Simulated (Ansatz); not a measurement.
`BBN` + H–F → `NBF` + BH₃ at 600 K and 1 bar (cleavage of the B–B bond).

Computed with Ansatz on PBE0-D4/def2-TZVP structures; ΔE is electronic, products minus reactants. CCSD(T)/CBS adds triple-zeta CCSD(T) − MP2 to the extrapolated MP2 energy (def2 sets, frozen cores). This one scheme is used for every species. Each species was taken in one conformer, which may not be the lowest.

```csv
species,CCSD(T)/CBS energy (Eh),H − E (kJ/mol),S (J/(mol·K))
`BBN`,-107.29684,199.5,336.8
H–F,-100.39570,42.3,194.0
`NBF`,-181.19761,145.2,305.2
BH₃,-26.55200,91.5,217.3
```

H − E and S are ideal-gas, rigid-rotor, harmonic terms from PBE0-D4/def2-TZVP, for one conformer and one mirror image of each species. 1 Eh = 2625.50 kJ/mol, R = 8.31446 J/(mol·K).

Question: By hand: ΔE, ΔH, ΔS and ΔG.

Answer: ΔE = (-181.19761) + (-26.55200) − (-107.29684) − (-100.39570) = -0.05707 Eh = -149.8 kJ/mol. Δ(H − E) = 145.2 + 91.5 − 199.5 − 42.3 = -5.1, so ΔH = -154.9 kJ/mol. ΔS = 305.2 + 217.3 − 336.8 − 194.0 = -8.3 J/(mol·K). ΔG = -154.9 − 600 × (-8.3)/1000 = -149.9 kJ/mol.

Question: By hand: the equilibrium constant, and the temperature at which ΔG would vanish if ΔH and ΔS stayed fixed.

Answer: log₁₀ K = −ΔG/(RT ln 10) = 13.0. ΔG = 0 at ΔH/ΔS = 18663 K, far beyond where these terms or the molecules hold.

The number of gas molecules stays the same, so ΔS is small and ΔH decides. A doubt of 5 kJ/mol in ΔE shifts log₁₀ K by 0.4 here. Other conformers and mirror images would add mixing entropy, several J/(mol·K) or more a flexible species. These are equilibria of isolated gas molecules and say nothing of rates. Largest T1 diagnostic: 0.013 (customary marks: 0.02 for closed shells, 0.045 for open ones).
